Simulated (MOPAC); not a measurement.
MOPAC input (PM6):

```
PM6 PRECISE GNORM=0.05 LET XYZ CHARGE=-1 GEO-OK AUX(PRECISION=9) THREADS=1
C3H7

C    -0.10644814 1    0.00012443 1    0.65826033 1
C    -0.01250920 1    1.23540580 1   -0.20866068 1
C    -0.01309094 1   -1.23546271 1   -0.20828770 1
H     0.75140505 1    0.00002762 1    1.35496915 1
H     0.06818934 1    2.15573248 1    0.38660255 1
H     0.06717427 1   -2.15564754 1    0.38725335 1
H     0.85621810 1    1.26051106 1   -0.94069973 1
H    -0.90284048 1    1.36033553 1   -0.84804432 1
H    -0.90348099 1   -1.36016621 1   -0.84763366 1
H     0.85562439 1   -1.26119803 1   -0.94031908 1
```

From the last part of the output:

```
                                                       MOPAC v23.2.5 Linux

          FINAL HEAT OF FORMATION =         27.01883 KCAL/MOL =     113.04679 KJ/MOL

          COSMO AREA              =         94.19 SQUARE ANGSTROMS
          COSMO VOLUME            =         76.85 CUBIC ANGSTROMS

          GRADIENT NORM           =          0.02228          =       0.00704 PER ATOM
          IONIZATION POTENTIAL    =         -0.444839 EV
          HOMO LUMO ENERGIES (EV) =          0.445 11.872
          NO. OF FILLED LEVELS    =         10
          MOLECULAR WEIGHT        =         43.0883         POINT GROUP:  C2v

          MOLECULAR DIMENSIONS (Angstroms)

            Atom       Atom       Distance
            H     6    H     5     4.26524
            H    10    H     4     2.59853
            H     9    H     7     1.65725

          SCF CALCULATIONS        =         43

   ATOM   CHEMICAL          X               Y               Z
  NUMBER   SYMBOL      (ANGSTROMS)     (ANGSTROMS)     (ANGSTROMS)

     1       C          0.09190360  *   0.00004958  *   0.51951685  *
     2       C         -0.00332112  *   1.27577080  *  -0.21202081  *
     3       C         -0.00385690  *  -1.27583272  *  -0.21167760  *
     4       H          0.22684773  *   0.00016113  *   1.56179523  *
     5       H          0.08803016  *   2.13266775  *   0.46652579  *
     6       H          0.08722887  *  -2.13257544  *   0.46707686  *
     7       H          0.78457261  *   1.38320267  *  -0.97639314  *
     8       H         -0.96300538  *   1.38599686  *  -0.74449231  *
     9       H         -0.96362961  *  -1.38583721  *  -0.74404554  *
    10       H          0.78392456  *  -1.38374516  *  -0.97608339  *

                             CARTESIAN COORDINATES

   1    C        0.091903599     0.000049579     0.519516855
   2    C       -0.003321118     1.275770801    -0.212020811
   3    C       -0.003856898    -1.275832719    -0.211677604
   4    H        0.226847731     0.000161130     1.561795230
   5    H        0.088030161     2.132667745     0.466525786
   6    H        0.087228867    -2.132575445     0.467076863
   7    H        0.784572614     1.383202667    -0.976393138
   8    H       -0.963005380     1.385996860    -0.744492312
   9    H       -0.963629606    -1.385837209    -0.744045536
  10    H        0.783924560    -1.383745163    -0.976083388

           Empirical Formula: C3 H7  =    10 atoms

      MOLECULAR POINT GROUP   :   C2v

                  EIGENVALUES
 -20.11334 -18.08850 -11.90527  -8.60263  -7.94182  -7.34391  -6.73788  -5.25666
  -4.84440   0.44484  11.87242  11.88010  12.06182  12.22948  12.33224  12.53446
  13.47620  13.71861  15.09493

              NET ATOMIC CHARGES AND DIPOLE CONTRIBUTIONS

  ATOM NO.   TYPE          CHARGE      No. of ELECS.   s-Pop       p-Pop
    1          C          -0.919239        4.9192     1.02535     3.89389
    2          C          -0.213576        4.2136     1.05119     3.16239
    3          C          -0.213583        4.2136     1.05118     3.16240
    4          H           0.104770        0.8952     0.89523
    5          H           0.048478        0.9515     0.95152
    6          H           0.048480        0.9515     0.95152
    7          H           0.036257        0.9637     0.96374
    8          H           0.036076        0.9639     0.96392
    9          H           0.036074        0.9639     0.96393
   10          H           0.036263        0.9637     0.96374
 DIPOLE           X         Y         Z       TOTAL
 POINT-CHG.    -0.186    -0.000    -1.432     1.444
 HYBRID        -0.035    -0.000    -0.255     0.257
 SUM           -0.221    -0.000    -1.687     1.701

          ATOMIC ORBITAL ELECTRON POPULATIONS

     Atom    s        px        py        pz
    1  C   1.02535   1.92332   0.92212   1.04845
    2  C   1.05119   1.04664   1.06181   1.05393
    3  C   1.05118   1.04665   1.06182   1.05393
    4  H   0.89523
    5  H   0.95152
    6  H   0.95152
    7  H   0.96374
    8  H   0.96392
    9  H   0.96393
   10  H   0.96374

 **********************
 *                    *
 * JOB ENDED NORMALLY *
 *                    *
 **********************

 == MOPAC DONE ==
```

The dipole moment of an ion depends on the origin.
